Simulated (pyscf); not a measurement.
Thermochemistry of product channels of Cl–In(Cl)–Cl (SMILES [Cl][In]([Cl])[Cl]) + HO–SiH₃ (SMILES O[SiH3]) on the singlet surface, in kcal/mol, from ωB97M-D3(BJ)/def2-TZVP energies (ideal gas, 1 atm, RRHO with modes under 100 cm⁻¹ raised to 100, one conformer, R ln 2 for chiral ones without a mode under 150 cm⁻¹). Single points on ωB97X-D3(BJ)/def2-SVP structures (PySCF, gas phase).

```csv
products,ΔE,ΔH(298 K),ΔG(600 K),ΔG(1200 K)
HCl (SMILES Cl) + H₃Si–O–In(Cl)–Cl (SMILES [SiH3][O][In]([Cl])[Cl]),+17.2,+15.8,+17.0,+17.3
H₃Si–Cl (SMILES [SiH3]Cl) + HO–In(Cl)–Cl (SMILES [OH][In]([Cl])[Cl]),+17.9,+17.7,+16.9,+16.0
```

These are energies of the channels, which say nothing of barriers. Elements past Kr carry the def2 core potentials, without spin-orbit coupling.
